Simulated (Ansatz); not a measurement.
**C₂H₄S: up Jacob's ladder to CCSD(T)**

The task here is to estimate one member of a computed series from the others.

Computed with Ansatz 0.2.0, Gaussian basis. Level: functionals in def2-TZVPP, the program's frozen cores in correlated methods.

Levels to be run: PBE-D4, r2SCAN-D4, PBE0-D4, B3LYP-D4, ωB97X-V, ωB97M-V, B2PLYP; CCSD(T)/def2-TZVPP; CCSD(T)/def2-QZVPP; extrapolation to the limit.

## Structure used throughout

All runs share one geometry, relaxed beforehand with PBE0-D4 in a triple-zeta def2 set.

SMILES `C=CS`, 7 atoms, charge 0, spin multiplicity 1.

Atoms are counted from 1 here; the program's logs count them from 0.

Bond lengths: C1–C2 1.327 Å, C1–H4 1.083 Å, C1–H5 1.084 Å, C2–S3 1.751 Å, C2–H6 1.084 Å, S3–H7 1.340 Å. Angles: C2–C1–H4 120.2°, C2–C1–H5 122.3°, H4–C1–H5 117.5°, C1–C2–S3 123.6°, C1–C2–H6 120.9°, S3–C2–H6 115.5°, C2–S3–H7 96.7°.

Geometry (Å):

```xyz
7
charge 0, multiplicity 1
C    -0.5776    0.6413   -0.7466
C    -0.0582   -0.0302    0.2729
S     1.3365   -1.0793    0.1317
H    -1.4450    1.2717   -0.5979
H    -0.1645    0.5870   -1.7475
H    -0.4899    0.0413    1.2647
H     1.3988   -1.4317    1.4227
```

Set-up of the first run:

The input, in.yaml:

```yaml
crystal:
  periodic: [false, false, false]
  atoms:
    - {symbol: C, position_ang: [-0.577626, 0.641308, -0.746607]}
    - {symbol: C, position_ang: [-0.058210, -0.030212, 0.272948]}
    - {symbol: S, position_ang: [1.336474, -1.079344, 0.131711]}
    - {symbol: H, position_ang: [-1.445031, 1.271674, -0.597914]}
    - {symbol: H, position_ang: [-0.164518, 0.586979, -1.747537]}
    - {symbol: H, position_ang: [-0.489917, 0.041307, 1.264660]}
    - {symbol: H, position_ang: [1.398847, -1.431723, 1.422738]}
basis:
  gaussian: {orbitals: def2-TZVPP}
hamiltonian: {xc: pbe, dispersion: d4}
output: {forces: true, orbitals: {seedname: orbitals}}
```

Command:

```sh
> ansatz run in.yaml --threads 2 --pin off --events-out ev --progress --plain --max-ram 20480MiB --backend cpu
```

Among the steps run: PBE-D4 (GGA); r2SCAN-D4 (meta-GGA); PBE0-D4 (hybrid); B3LYP-D4 (hybrid); ωB97X-V (range-separated); ωB97M-V (range-separated); B2PLYP (double hybrid); CCSD(T) in def2-TZVPP; CCSD(T) in def2-QZVPP.

One table of the session follows, with a row left open; its other results are not shown here.

It belongs to the step «Atomisation energies». 

| method | atomisation energy (eV) |
| --- | --- |
| PBE-D4 | 27.736 |
| r2SCAN-D4 | 27.142 |
| PBE0-D4 | 27.214 |
| B3LYP-D4 | 27.058 |
| ωB97X-V | 27.036 |
| ωB97M-V | 27.141 |
| B2PLYP | ? |
| HF/def2-TZVPP | 19.655 |
| MP2/def2-TZVPP | 26.634 |
| CCSD/def2-TZVPP | 25.857 |
| CCSD(T)/def2-TZVPP | 26.302 |
| MP2/CBS | 27.326 |
| CCSD(T)/CBS | 26.975 |

**Question.** Estimate the row for B2PLYP.

**Answer.** atomisation energy (eV): 26.752. In the column «atomisation energy (eV)» it lies between MP2/def2-TZVPP (26.634) and CCSD(T)/CBS (26.975).
